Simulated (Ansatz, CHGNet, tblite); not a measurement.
# Equilibrium lattice constant a of chalcopyrite CuGaSe₂: levels of theory against measurement

Reference value: 5.619 Å (measured, 293 K, not corrected to a static lattice, sources range from 5.596 to 5.619; as tabulated in Souilah et al., J. Solid State Chem. 183, 2274 (2010), by the Crystallography …).

Q: Put these levels in order of the equilibrium lattice constant a that they give for chalcopyrite CuGaSe₂, smallest first: CHGNet-r²SCAN (CHGNet), GFN1-xTB (tblite), HSE06 (Ansatz, an electronic-structure program), LDA (Ansatz), PBE (Ansatz).

A: LDA (5.509 Å), CHGNet-r²SCAN (5.604 Å), HSE06 (5.650 Å), PBE (5.672 Å), GFN1-xTB (5.688 Å)

Differences against the reference: GFN1-xTB +1.23 %, CHGNet-r²SCAN -0.27 %, LDA -1.96 %, PBE +0.94 %, HSE06 +0.55 %.

The reference has no zero-point or thermal correction, while the calculations are for a static lattice, so the differences are not the levels' errors alone. A static lattice is as a rule a little smaller than the measured one.  GFN1-xTB: the method was fitted mainly to molecules. GFN1-xTB: the run uses a supercell at the zone centre in place of a k mesh. Cutoffs and k meshes differ between the levels. Ansatz's density-functional and Hartree–Fock values are scalar-relativistic unless marked +SOC, with PAW data made under PBE.

Machine-learned potentials (CHGNet-r²SCAN) are trained on DFT data, which may include these solids.

Differences are worked out from the printed values.
